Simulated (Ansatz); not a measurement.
## Equilibrium lattice constant a of some tetrahedrally bonded semiconductors and semimetals

Method: PBE-D3(BJ) (PAW; Ansatz, a quantum-chemistry and plane-wave program). References are measured values corrected to a static lattice or taken at low temperature (these still hold zero-point motion). The table is a random draw of 8 from 17 solids with such references.

Values in Å.

```json
[
 {"solid": "diamond-structure Ge", "reference": "5.644", "PBE-D3(BJ)": "5.700", "error (%)": "+0.99"},
 {"solid": "zinc-blende InSb", "reference": "6.468", "PBE-D3(BJ)": "6.545", "error (%)": "+1.19"},
 {"solid": "grey tin (α-Sn)", "reference": "6.477", "PBE-D3(BJ)": "6.573", "error (%)": "+1.48"},
 {"solid": "diamond", "reference": "3.553 (3.543–3.555)", "PBE-D3(BJ)": "3.557", "error (%)": "+0.11"},
 {"solid": "zinc-blende GaP", "reference": "5.439", "PBE-D3(BJ)": "5.446", "error (%)": "+0.13"},
 {"solid": "3C-SiC", "reference": "4.346", "PBE-D3(BJ)": "4.349", "error (%)": "+0.07"},
 {"solid": "cubic BN", "reference": "3.593", "PBE-D3(BJ)": "3.607", "error (%)": "+0.39"},
 {"solid": "zinc-blende AlP", "reference": "5.451", "PBE-D3(BJ)": "5.452", "error (%)": "+0.02"}
]
```

Over these 8 solids the mean error is +0.55 %, the mean absolute error 0.55 % (median 0.26 %), and the worst case grey tin (α-Sn) at +1.48 %; the value is too high in 8 of 8 cases. Over all 17, from unrounded values, the mean error is +0.31 % and the mean absolute error 0.53 % (median 0.38 %). Caveats on values not shown: the gap of the solid is closed in this run (1).

All these references are brought to a static lattice.

Spin–orbit coupling is left out, also for the solids with elements from indium on (zinc-blende InSb, grey tin (α-Sn)); its size isn't shown.

Brackets give the range of the sources taken for a reference, where it is wide; it can hold other temperatures.

Differences are worked out from the printed values.

Caveats: the gap of the solid is closed in this run (diamond-structure Ge, zinc-blende InSb). Ansatz's density-functional and Hartree–Fock values are scalar-relativistic unless marked +SOC, with PAW data made under PBE.

Not in this set, of the tetrahedrally bonded semiconductors and semimetals with a reference value in our tables and a result at some level: 22 for a reference at room or unstated temperature; 2 for a high-temperature or high-pressure phase; 1 for a cell known from the COD alone. These can be a level's best or worst cases. At least 6 more with a reference value are held back for tests. Solids without a released value at any level aren't counted. Layered and molecular crystals are counted apart. The metals Ce to Yb are counted apart.

References as tabulated in Mejia-Rodriguez and Trickey (2018), arXiv:1807.09216; Goldzak et al. (2022), arXiv:2208.04865.
